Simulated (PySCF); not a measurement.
## Frontier orbitals and the lowest excitations

Compound: C5H8O.
Structure used (GFN2-xTB), in Å, numbered top down from 1:
```xyz
14
C5H8O angstrom
C     -1.7150   -0.1454    0.4038
C     -0.4663   -0.1568   -0.4646
C      0.7776   -0.8866    0.0904
C      1.5961    0.4137   -0.0087
C      0.3432    1.1302   -0.4648
O      0.0810    2.2733   -0.6999
H     -2.1549   -1.1396    0.4484
H     -1.4709    0.1736    1.4149
H     -2.4478    0.5449   -0.0069
H     -0.7282   -0.4623   -1.4803
H      1.1418   -1.7052   -0.5256
H      0.6449   -1.2421    1.1095
H      2.0144    0.7926    0.9220
H      2.3834    0.4092   -0.7605
```

The calculation used TDDFT CAM-B3LYP/def2-SVPD, vertical, gas phase, core orbitals frozen in the response (PySCF 2.14.0, density-fitted response routines).

Kohn–Sham orbitals with the atoms that hold most of them (Löwdin shares over 4%, at most four atoms; ? is withheld):

| orbital | ε (eV) | atoms |
| --- | --- | --- |
| HOMO-3 | -11.49 | C3 25%, C4 16%, O6 14%, C5 12% |
| HOMO-2 | -10.98 | O6 21%, C3 14%, C2 12%, C1 10% |
| HOMO-1 | -10.78 | ? |
| HOMO | ? | ? |
| LUMO | 0.41 | C5 31%, O6 26%, C4 9%, C2 9% |
| LUMO+1 | 1.40 | C3 16%, C4 14%, C1 11%, H12 10% |
| LUMO+2 | 1.92 | C1 20%, H14 14%, C4 12%, H7 12% |

Give the leading atoms of the HOMO.

O6 (bonded to C) 50%; C5 (bonded to 2 C and O) 15%; C2 (bonded to 3 C and H) 13%; C4 (bonded to 2 C and 2 H) 13%. By element: oxygen 50%, carbon 41% or more.

Which atoms hold the HOMO-1, and with what shares?

C3 (bonded to 2 C and 2 H) 27%; C2 (bonded to 3 C and H) 22%; C1 (bonded to C and 3 H) 12%; C4 (bonded to 2 C and 2 H) 12%.

What is the HOMO energy, and the HOMO–LUMO gap?

ε(HOMO) = -8.55 eV; the gap is 8.96 eV (0.3293 hartree).

The HOMO–LUMO gap is 8.96 eV. Where does the response calculation put the lowest singlet, and from which orbitals?

S1 is at 4.23 eV (f = 0.0001), 4.74 eV below the gap, made of HOMO→LUMO (91%). 

One configuration dominates each of S1, S2, S3 and S8. Which, and how do the shares of the two leading atoms of either orbital change from the occupied to the empty one?

- S1 (4.23 eV, f 0.0001), HOMO→LUMO (91%): O6 50% → 26%, C5 15% → 31%
- S2 (7.03 eV, f 0.028), HOMO→LUMO+1 (73%): O6 50% → at most 10%, C5 15% → at most 10%, C3 at most 10% → 16%, C4 13% → 14%
- S3 (7.45 eV, f 0.0026), HOMO-1→LUMO (94%): C3 27% → at most 9%, C2 22% → 9%, C5 at most 13% → 31%, O6 at most 13% → 26%
- S8 (8.23 eV, f 0.036), HOMO-2→LUMO (74%): O6 21% → 26%, C3 14% → at most 9%, C5 at most 10% → 31%

Löwdin shares depend on the basis, the more so with diffuse functions.
